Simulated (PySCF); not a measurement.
Molecule: `C/N=C/CO`, C₃H₇NO.

Geometry (Å), atoms numbered from 1 in this order:
```xyz
12

C     1.937    0.346   -0.117
N     0.516    0.395   -0.244
C    -0.221   -0.460    0.303
C    -1.702   -0.368    0.141
O    -2.094    0.717   -0.651
H     2.293   -0.493    0.495
H     2.272    1.287    0.321
H     2.365    0.274   -1.118
H     0.148   -1.297    0.911
H    -2.163   -0.283    1.137
H    -2.070   -1.302   -0.310
H    -1.279    1.183   -0.893
```

Frames of a GFN2-xTB Langevin trajectory at 400 K; GIAO PBE0/pcSseg-1 shieldings in PySCF 2.14, gas phase, non-relativistic; equivalent atoms averaged within each frame.

δ = σ(ref) − σ, references computed at the same level: ¹³C (σref 186.93) and ¹H (σref 31.72) vs TMS; ¹⁵N (σref 267.73) vs NH3; H2O for ¹⁷O (σref 336.08). The references are static minima.

**Question.** How do the shifts (ppm) fluctuate along the trajectory?

**Answer.** 
```tsv
time (fs)	C3	C4	C1	N2	O5	H9	H10/H11	H6/H7/H8	H12
250	164.4	68.9	61.7	358.6	1.0	7.82	4.36	4.28	-0.31
425	166.1	69.8	42.2	351.2	-6.1	7.74	4.97	2.90	0.69
625	182.8	74.2	47.1	381.6	17.4	8.79	4.54	3.55	2.95
800	179.5	71.0	54.4	346.6	9.4	8.42	5.21	4.03	3.25
1000	172.4	74.7	37.2	344.8	27.0	8.39	5.39	3.17	5.26
mean of frames	173.1	71.7	48.5	356.5	9.8	8.23	4.89	3.59	2.37
standard deviation	8.1	2.6	9.7	15.0	13.1	0.45	0.43	0.57	2.21
```

5 frames give an uncertainty of the mean of about the standard deviation over 2.2 at best, since frames this close in time may not be independent; classical motion lacks zero-point vibration, and the reference would need the same averaging.
